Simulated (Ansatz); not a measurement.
Reaction (formal loss of a carbene): `C/C=C(\C)Cl` → `C=C(C)Cl` + `[CH2]` (triplet)

Computed with Ansatz on PBE0-D4/def2-TZVP structures; ΔE is electronic, products minus reactants. CCSD(T)/CBS adds triple-zeta CCSD(T) − MP2 to the extrapolated MP2 energy (def2 sets, frozen cores). This one scheme is used for every species. Functionals use def2-TZVPP. HSE06 is defined as in plane-wave codes. Triplets are unrestricted, without spin–orbit coupling.

```csv
level,ΔE (eV)
HSE06-D4,4.57
ωB97M-V,4.59
PBE,4.59
r2SCANh,4.30
HF/def2-SVP,3.10
MP2/def2-SVP,4.51
CCSD(T)/def2-SVP,4.40
HF/def2-TZVPP,3.01
```

**Question.** What does CCSD(T)/CBS give? (An estimate is asked.)

**Answer.** Ansatz gave: +4.57 eV. The listed levels differ from it by 0.00, 0.02, 0.02, -0.27, -1.47, -0.06, -0.17, -1.56 eV.

Largest T1 diagnostic among the species: 0.011.

At CCSD(T), def2-SVP lies −0.16 eV from the extrapolated value and def2-TZVPP −0.12 eV. The D4 term adds +0.11 eV with B3LYP and +0.06 eV with PBE0; it sums over pairs of atoms, weighted by their polarisabilities, and B3LYP, whose exchange is more repulsive, gets the larger term. In def2-TZVPP, CCSD(T) changes the Hartree–Fock value by +1.44 eV (the triples alone add +0.12 eV) and MP2 by +1.59 eV.

CCSD(T)/CBS has its own doubt, a few kJ/mol and more with outer-core shells, so smaller differences from it don't rank the levels.

B3LYP here is the variant with VWN-RPA as its local correlation; programs differ in this.
